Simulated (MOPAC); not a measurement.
MOPAC input (MNDO):

```
MNDO PRECISE GNORM=0.05 LET XYZ CHARGE=-1 GEO-OK AUX(PRECISION=9) THREADS=1
C2H5O

C     1.14502538 1   -0.38142530 1    0.14741238 1
C     0.03204805 1    0.65710997 1    0.11064372 1
O    -1.23308689 1   -0.12617052 1   -0.21931843 1
H    -1.79541147 1    0.09447728 1    0.52177410 1
H     0.20752425 1    1.23918759 1   -0.81929277 1
H     2.11943237 1    0.13014009 1    0.16693320 1
H     1.09945895 1   -1.00981192 1    1.05044502 1
H     1.17125044 1   -1.09873694 1   -0.71364874 1
```

**Question.** What heat of formation does the run end on?

**Answer.** -32.13 kcal/mol.
